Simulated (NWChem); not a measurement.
# Correlation energy of S

```
S
```
Charge 0, spin multiplicity 3.

Program: NWChem.

Basis set: cc-pVTZ. Each correlation energy counts from its own Hartree-Fock reference.

The correlated methods keep 5 core orbitals frozen. The stability of the SCF solutions was not checked. Open-shell Hartree-Fock references start from PBE0 orbitals. Coupled-cluster values serve here as a point of comparison, not as the truth.

```tsv
method	correlation energy (mHa)
SCS-UMP2	(withheld)
CCSDT on ROHF	(withheld)
CCSD on UHF	(withheld)
CCSD[T] on UHF	-144.2
CCSD(T) on UHF	-144.1
UMP2	-116.5
CCSD[T] on ROHF	-149.9
CCSD on ROHF	-144.9
CCSD(T) on ROHF	-150.0
URI-MP2	-116.5
```

Q: Fill in the missing entries.

A: 
- SCS-UMP2, correlation energy (mHa): -116.4
- CCSDT on ROHF, correlation energy (mHa): -150.4
- CCSD on UHF, correlation energy (mHa): -139.5
